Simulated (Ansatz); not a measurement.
# BHOS (SMILES OB=S): one structure at several levels

An exercise on one series of results from a longer session: the logs are not shown, and one member is left open.

The runs use Ansatz 0.2.0, Gaussian basis; single points in def2-TZVPP.

Correlated methods freeze the cores. B3LYP uses VWN-RPA correlation.

### Where the work starts

SMILES `OB=S`, 4 atoms, charge 0, spin multiplicity 1.

Atoms are counted from 1 here; the program's logs count them from 0.

Bond lengths: O1–B2 1.271 Å, O1–H4 0.864 Å, B2–S3 1.625 Å. Angles: B2–O1–H4 133.2°, O1–B2–S3 175.2°.

As a file:

```
O    -0.3950    0.5353   -0.5387
B     0.3811   -0.2450    0.0977
S     1.3578   -1.1594    1.0196
H    -1.2113    0.7905   -0.4129
```

Set-up of the first run:

run/in.yaml

```yaml
crystal:
  periodic: [false, false, false]
  atoms:
    - {symbol: O, position_ang: [-0.395000, 0.535300, -0.538700]}
    - {symbol: B, position_ang: [0.381100, -0.245000, 0.097700]}
    - {symbol: S, position_ang: [1.357800, -1.159400, 1.019600]}
    - {symbol: H, position_ang: [-1.211300, 0.790500, -0.412900]}
basis:
  gaussian: {orbitals: def2-TZVPP}
correlation: {method: ccsd_t}
output: {forces: true}
```

The command line of these runs was not kept.

Among the steps run: CCSD(T)/def2-TZVPP; PBE0-D4/def2-TZVPP; wB97M-V/def2-TZVPP; r2SCAN-D4/def2-TZVPP; PBE-D4/def2-TZVPP; LC-wPBE/def2-TZVPP; B3LYP-D4/def2-TZVPP.

One table of the session follows, with a row left open; its other results are not shown here.

```
   method  RMS force component (eV/Å)  angle to CCSD(T) forces (°)  dipole (D)
  CCSD(T)                       2.650                    reference        3.51
  PBE0-D4                       2.668                          4.8        3.65
  wB97M-V                       2.679                          3.9        3.68
r2SCAN-D4                           ?                            ?           ?
   PBE-D4                       2.812                          2.3        3.56
  LC-wPBE                       2.742                          6.9        3.80
 B3LYP-D4                       2.684                          4.0        3.61
```

Estimate the missing values for r2SCAN-D4.

As computed: RMS force component (eV/Å): 2.671; angle to CCSD(T) forces (°): 3.9; dipole (D): 3.69. In the column «RMS force component (eV/Å)» it lies between PBE0-D4 (2.668) and wB97M-V (2.679).
